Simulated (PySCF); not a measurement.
**Dipole moment and polarisability of `[H]/P=P\CC#C`**

Compound: C3H4P2.
Structure used (GFN2-xTB), in Å, numbered top down from 1:
```
atom  x, y, z in Å
C1    -1.2570    1.2825   -0.1029
C2    -0.8528    0.1679   -0.2855
C3    -0.2711   -1.1213   -0.5078
P4     1.6211   -1.2139   -0.6667
P5     2.4084    0.6405   -0.4801
H6    -1.6750    2.2308    0.0598
H7    -0.6621   -1.5568   -1.4338
H8    -0.5274   -1.7976    0.3149
H9     1.2295    1.3738   -0.2921
```

Level: CAM-B3LYP/def2-SVPD (PySCF), static field, nuclei fixed, core orbitals frozen in the response. The polarisability tensor in these axes (au):

```
x   95.39  1.22 -2.79
y    1.22 99.78  5.53
z   -2.79  5.53 58.98
```

Give the principal values, the mean and the anisotropy Δα = √{½[(α1 − α2)² + (α2 − α3)² + (α1 − α3)²]}.

Principal values 58.02, 95.48 and 100.66 au; mean 84.72 au = 12.55 Å³ = 13.97 × 10⁻⁴⁰ C²·m²/J; Δα = 40.30 au (48 % of the mean).

What is the dipole moment, and where does it point?

(-1.62, 0.04, 0.13) D, 1.62 D in size, pointing from the negative to the positive side. Measured along this direction, the outermost atoms are P5 at the negative end and H6 at the positive end.

Sum over states: ᾱ = Σ f/ω², ω in Eh. What share falls to these 8 lowest TDDFT singlets (eV, f)? 3.66, 0.0004; 4.16, 0.0098; 4.54, 0.1143; 4.99, 0.0005; 5.48, 0.0066; 6.17, 0.0011; 6.49, 0.0001; 6.64, 0.0823.

They add up to 6.14 au, 7.2 % of the 84.72 au; the largest single term is 4.11 au, from the state at 4.54 eV. Terms in order: 0.02, 0.42, 4.11, 0.02, 0.16, 0.02, 0.00, 1.38 au. Higher excitations give the rest. The strengths listed sum to 0.215.

What molar refraction does this α imply?

Lorentz–Lorenz: R = (4π/3)N_A α = 2.5225 cm³/(mol·Å³) × 12.55 Å³ = 31.7 cm³/mol, in the limit of long wavelengths.

What would n − 1 = 2πNα be for an ideal gas of these molecules at 273.15 K and 1 atm, electronic part alone?

N = p/kT = 2.6868 × 10¹⁹ cm⁻³, so n − 1 = 2π × N × 12.55 × 10⁻²⁴ cm³ = 2119 × 10⁻⁶ at long wavelengths, for an ideal gas.

In a dilute gas of rigid molecules at 500 K, how does the orientational term μ²/3kT compare with the electronic polarisability?

In Gaussian units μ²/3kT = 12.68 Å³ against 12.55 Å³, a ratio of 1.01; the Debye molar polarisation (4π/3)N_A(α + μ²/3kT) is 63.7 cm³/mol, leaving out the vibrational part.

Directions of the eigenvectors, and the extent of the frame along each?

Largest value along (0.16, 0.98, 0.12), where the nuclei span 3.73 Å; middle along (0.98, -0.15, -0.10), 4.31 Å; least along (0.08, -0.13, 0.99), 1.77 Å. The strongest response doesn't lie along the longest of the three spans.

One conformer (not necessarily the lowest) at the GFN2-xTB geometry, without solvent, vibrations or thermal averaging.
